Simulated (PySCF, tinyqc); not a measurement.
RHF in the sto-3g basis, for BH, spin multiplicity 1, step by step (part 2 of 2). The lowest restricted solution is unstable here: a spin-polarised one lies 0.0049 hartree lower (PySCF). Computed by tinyqc, a small Python program that keeps every step (integrals from PySCF). Command: `OMP_NUM_THREADS=1 python tinyqc.py 31925 31926 out.jsonl` (the two numbers bound the seeds that draw the settings). One thread of a shared host (Intel(R) Xeon(R) Processor @ 2.60GHz), about 0.05 s of CPU time with the checks.

Geometry (angstrom):
```
atom         x         y         z
B     0.000000  0.000000  0.000000
H     0.000000  0.000000  1.755000
```

## Iteration 4: DIIS over 4 matrices

error matrix X^T (FDS - SDF) X:
```
[[0.000000, 0.000729, 0.000000, 0.000000, 0.002664, -0.002575],
 [-0.000729, 0.000000, 0.000000, 0.000000, -0.001565, 0.002996],
 [0.000000, 0.000000, 0.000000, 0.000000, 0.000000, 0.000000],
 [0.000000, 0.000000, 0.000000, 0.000000, 0.000000, 0.000000],
 [-0.002664, 0.001565, 0.000000, 0.000000, 0.000000, 0.005416],
 [0.002575, -0.002996, 0.000000, 0.000000, -0.005416, 0.000000]]
```

B (overlaps of the stored error matrices):
```
[[4.2625499e-01, -1.3187113e-01, -7.8685248e-03, 6.0701443e-03],
 [-1.3187113e-01, 1.5418711e-01, 3.5382500e-02, -1.3057453e-03],
 [-7.8685248e-03, 3.5382500e-02, 1.0149838e-02, 1.4716949e-04],
 [6.0701443e-03, -1.3057453e-03, 1.4716949e-04, 1.1003343e-04]]
```

Minimise |sum c_i e_i|^2 with sum c_i = 1: solve [B -1; -1 0][c; lambda] = [0; -1] with B_ij = tr e_i^T e_j, and take F = sum c_i F_i.

DIIS coefficients: [-0.000545, 0.068102, -0.254955, 1.187398]

extrapolated F (hartree), order 1B 1s, 1B 2s, 1B 2px, 1B 2py, 1B 2pz, 2H 1s:
```
[[-7.376091, -2.150758, 0.000000, 0.000000, -0.015826, -0.157634],
 [-2.150758, -1.019800, 0.000000, 0.000000, 0.010394, -0.262804],
 [0.000000, 0.000000, 0.249034, 0.000000, 0.000000, 0.000000],
 [0.000000, 0.000000, 0.000000, 0.249034, 0.000000, 0.000000],
 [-0.015826, 0.010394, 0.000000, 0.000000, 0.006977, -0.284215],
 [-0.157634, -0.262804, 0.000000, 0.000000, -0.284215, -0.170445]]
```

## Iteration 4: diagonalisation and new density

X, order 1B 1s, 1B 2s, 1B 2px, 1B 2py, 1B 2pz, 2H 1s:
```
[[1.029343, -0.144821, 0.000000, 0.000000, -0.004274, 0.016890],
 [-0.144821, 1.053281, 0.000000, 0.000000, 0.028656, -0.132125],
 [0.000000, 0.000000, 1.000000, 0.000000, 0.000000, 0.000000],
 [0.000000, 0.000000, 0.000000, 1.000000, 0.000000, 0.000000],
 [-0.004274, 0.028656, 0.000000, 0.000000, 1.033459, -0.155156],
 [0.016890, -0.132125, 0.000000, 0.000000, -0.155156, 1.056825]]
```

Diagonalise F' = X^T F X, C = X C', fill 3 alpha and 3 beta electrons from the bottom; D = 2 C_occ C_occ^T. Each column has its largest component positive (the first on a tie).

F' = X^T F X (hartree):
```
[[-7.199533, -1.110185, 0.000000, 0.000000, -0.032060, 0.021059],
 [-1.110185, -0.562870, 0.000000, 0.000000, 0.074051, -0.184865],
 [0.000000, 0.000000, 0.249034, 0.000000, 0.000000, 0.000000],
 [0.000000, 0.000000, 0.000000, 0.249034, 0.000000, 0.000000],
 [-0.032060, 0.074051, 0.000000, 0.000000, 0.096933, -0.302264],
 [0.021059, -0.184865, 0.000000, 0.000000, -0.302264, -0.039026]]
```

orbital energies (hartree): [-7.380385, -0.469895, -0.234926, 0.249034, 0.249034, 0.380711]

coefficients C, order 1B 1s, 1B 2s, 1B 2px, 1B 2py, 1B 2pz, 2H 1s:
```
[[0.992689, -0.263354, 0.136550, 0.000000, 0.000000, -0.085976],
 [0.026260, 0.871569, -0.515937, 0.000000, 0.000000, 0.349482],
 [0.000000, 0.000000, 0.000000, 0.878535, 0.477678, 0.000000],
 [0.000000, 0.000000, 0.000000, -0.477678, 0.878535, 0.000000],
 [0.002965, 0.085579, 0.576006, 0.000000, 0.000000, 0.868236],
 [-0.003582, 0.357561, 0.605550, 0.000000, 0.000000, -0.814949]]
```

D after iteration 4, order 1B 1s, 1B 2s, 1B 2px, 1B 2py, 1B 2pz, 2H 1s:
```
[[2.146865, -0.547829, 0.000000, 0.000000, 0.118120, -0.030065],
 [-0.547829, 2.053027, 0.000000, 0.000000, -0.445033, -0.001761],
 [0.000000, 0.000000, 0.000000, 0.000000, 0.000000, 0.000000],
 [0.000000, 0.000000, 0.000000, 0.000000, 0.000000, 0.000000],
 [0.118120, -0.445033, 0.000000, 0.000000, 0.678232, 0.758780],
 [-0.030065, -0.001761, 0.000000, 0.000000, 0.758780, 0.989107]]
```

Within a degenerate level the vectors are fixed only up to a rotation; this is one choice.

## Iteration 7 (converged): orbitals

converged F (hartree), order 1B 1s, 1B 2s, 1B 2px, 1B 2py, 1B 2pz, 2H 1s:
```
[[-7.375561, -2.150591, 0.000000, 0.000000, -0.015883, -0.157649],
 [-2.150591, -1.019963, 0.000000, 0.000000, 0.010361, -0.262602],
 [0.000000, 0.000000, 0.249298, 0.000000, 0.000000, 0.000000],
 [0.000000, 0.000000, 0.000000, 0.249298, 0.000000, 0.000000],
 [-0.015883, 0.010361, 0.000000, 0.000000, 0.007231, -0.284863],
 [-0.157649, -0.262602, 0.000000, 0.000000, -0.284863, -0.170848]]
```

As before.

F' = X^T F X (hartree):
```
[[-7.199026, -1.110046, 0.000000, 0.000000, -0.032117, 0.021001],
 [-1.110046, -0.563151, 0.000000, 0.000000, 0.074075, -0.184580],
 [0.000000, 0.000000, 0.249298, 0.000000, 0.000000, 0.000000],
 [0.000000, 0.000000, 0.000000, 0.249298, 0.000000, 0.000000],
 [-0.032117, 0.074075, 0.000000, 0.000000, 0.097398, -0.302946],
 [0.021001, -0.184580, 0.000000, 0.000000, -0.302946, -0.039319]]
```

orbital energies (hartree): [-7.379855, -0.470022, -0.235617, 0.249298, 0.249298, 0.381397]

coefficients C, order 1B 1s, 1B 2s, 1B 2px, 1B 2py, 1B 2pz, 2H 1s:
```
[[0.992689, -0.263330, 0.136699, 0.000000, 0.000000, -0.085810],
 [0.026259, 0.871481, -0.516498, 0.000000, 0.000000, 0.348873],
 [0.000000, 0.000000, 0.000000, 0.965297, 0.261156, 0.000000],
 [0.000000, 0.000000, 0.000000, -0.261156, 0.965297, 0.000000],
 [0.002973, 0.085999, 0.575327, 0.000000, 0.000000, 0.868645],
 [-0.003580, 0.357561, 0.606037, 0.000000, 0.000000, -0.814587]]
```

D after iteration 7, order 1B 1s, 1B 2s, 1B 2px, 1B 2py, 1B 2pz, 2H 1s:
```
[[2.146922, -0.548049, 0.000000, 0.000000, 0.117902, -0.029732],
 [-0.548049, 2.053878, 0.000000, 0.000000, -0.444260, -0.003007],
 [0.000000, 0.000000, 0.000000, 0.000000, 0.000000, 0.000000],
 [0.000000, 0.000000, 0.000000, 0.000000, 0.000000, 0.000000],
 [0.117902, -0.444260, 0.000000, 0.000000, 0.676811, 0.758818],
 [-0.029732, -0.003007, 0.000000, 0.000000, 0.758818, 0.990287]]
```

Within a degenerate level the vectors are fixed only up to a rotation; this is one choice.

## Convergence

Stop when the energy changes by less than 1e-10 hartree and every element of the error matrix X^T (F D S - S D F) X is below 3e-06.

Course of the cycle:
```
iteration   E (hartree)     change  largest element of the error matrix
1          -24.03722944          -                             3.89e-01
2          -24.59972698  -5.62e-01                             2.11e-01
3          -24.66318838  -6.35e-02                             5.13e-02
4          -24.66796723  -4.78e-03                             5.42e-03
5          -24.66799775  -3.05e-05                             6.48e-04
6          -24.66799841  -6.52e-07                             7.76e-06
7          -24.66799841  -9.96e-11                             1.49e-06
```

PySCF RHF in the same basis = -24.66799841 hartree

Converged in 7 iterations.

## Populations, bond orders and dipole

overlap S, order 1B 1s, 1B 2s, 1B 2px, 1B 2py, 1B 2pz, 2H 1s:
```
[[1.000000, 0.269328, 0.000000, 0.000000, 0.000000, 0.018910],
 [0.269328, 1.000000, 0.000000, 0.000000, 0.000000, 0.233770],
 [0.000000, 0.000000, 1.000000, 0.000000, 0.000000, 0.000000],
 [0.000000, 0.000000, 0.000000, 1.000000, 0.000000, 0.000000],
 [0.000000, 0.000000, 0.000000, 0.000000, 1.000000, 0.283231],
 [0.018910, 0.233770, 0.000000, 0.000000, 0.283231, 1.000000]]
```

Mulliken: Z minus the diagonal of D S on the atom; Loewdin: the same with S^(1/2) D S^(1/2); Mayer order: 2 sum_s sum (D(s) S)_ij (D(s) S)_ji over the two atoms.

Charges (e):
```
atom   Mulliken    Loewdin
1B     0.203943   0.197672
2H    -0.203943  -0.197672
```

Mayer bond orders:
```
pair     order
2-1   0.958407
```

dipole moment about the origin, x y z (debye): [0.000000, 0.000000, -0.396296]
